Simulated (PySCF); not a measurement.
# Computed spin Hamiltonian

Species: C4H9FN (doublet state).
Structure used (GFN2-xTB), in Å, numbered top down from 1:
```
atom  x, y, z in Å
C1     2.261   -0.804    0.047
N2     1.668    0.427   -0.202
C3     0.319    0.451   -0.706
C4    -0.730    0.049    0.344
C5    -2.132    0.047   -0.245
F6    -3.056   -0.262    0.725
H7     2.067   -1.577   -0.672
H8     3.219   -0.779    0.530
H9     1.837    1.107    0.529
H10    0.269   -0.241   -1.551
H11    0.106    1.460   -1.072
H12   -0.490   -0.946    0.723
H13   -0.699    0.748    1.183
H14   -2.239   -0.706   -1.032
H15   -2.405    1.034   -0.634
```

The hyperfine couplings belong to this conformer and change with its torsions.

As a line formula: `C(F)CCN[CH2]` [radical].

Method: UKS B3LYP, pcH-1 on C F H N, non-relativistic, mean-field spin-orbit, GIAO (PySCF 2.14.0). Isolated species at its GFN2-xTB geometry (one conformer only). A GFN2-xTB geometry isn't a minimum of the functional, and hyperfine couplings can be far from their values at a DFT geometry. Stability of the SCF solution: not tested.

| Property | Result |
| --- | --- |
| g1, g2, g3 | 2.00215, 2.00279, 2.00357 |
| g_iso | 2.00284 |
| Form of g | rhombic: the two nearest values differ by 46 % of g3 − g1 |
| ⟨S²⟩ | 0.7533 (exact 0.7500) |
| α and β electrons | 25, 24 |
| HOMO–LUMO gap, α and β orbitals | 5.08, 6.97 eV |
| Total energy | -312.39613 Eh |

Hyperfine couplings atom by atom, in 10⁻⁴ cm⁻¹; T1 to T3 are the principal values of the dipolar part (1 × 10⁻⁴ cm⁻¹ = 2.998 MHz):

```csv
atom,isotope,a_iso,T1,T2,T3,Mulliken spin population
C1,13C,39.2,-22.2,-22.0,44.2,0.85
N2,14N,5.9,-4.7,-4.5,9.2,0.19
C3,13C,1.7,-0.8,-0.4,1.2,-0.01
C4,13C,1.4,-1.0,-0.5,1.5,0.02
C5,13C,0.1,-0.1,0.0,0.2,0.00
F6,19F,3.9,-1.3,-1.1,2.4,0.00
H7,1H,-9.4,-10.5,-0.2,10.7,-0.03
H8,1H,-10.7,-10.5,-0.3,10.8,-0.03
H9,1H,0.3,-5.0,-2.2,7.2,0.00
H10,1H,1.8,-1.3,-1.0,2.3,0.00
H11,1H,1.7,-1.3,-0.9,2.2,0.00
H12,1H,-0.5,-1.7,-0.7,2.4,0.00
H13,1H,0.0,-0.7,-0.5,1.2,0.00
H14,1H,0.1,-0.3,-0.3,0.6,0.00
H15,1H,0.3,-0.3,-0.2,0.5,0.00
```

The Mulliken spin populations are largest on C1 (+0.85) and N2 (+0.19). The angles at C1 add up to 351.0°, so it is slightly pyramidal.

Under fast tumbling the dipolar parts average out, and these isotropic splittings remain: 1 × 1H (H8, I = 1/2, 2 lines) with 1.14 mT, 1 × 1H (H7, I = 1/2, 2 lines) with 1.01 mT, 1 × 14N (N2, I = 1, 3 lines) with 0.63 mT, 1 × 19F (F6, I = 1/2, 2 lines) with 0.42 mT, 2 × 1H (H10/H11, I = 1/2, 3 lines) with 0.19 mT and 1 × 1H (H9, I = 1/2, 2 lines) with 0.03 mT.

Class means assume fast exchange of nuclei equivalent by connectivity; if that motion is slow, each nucleus keeps its own coupling. H7 and H8 aren't averaged: C1 is flat or nearly so (angle sum 351°), and its turn about the short C1–N2 bond (1.39 Å) is taken as slow.

The 13C coupling of C1 (117.6 MHz) shows only in satellite lines or after enrichment, since that isotope makes up about 1.07 % of natural carbon.

The run took 38 s (with the writing of density and orbital grids) on one thread of an Arm Neoverse V1, no GPU, on a shared host, and the process peaked at 0.87 GiB of memory.
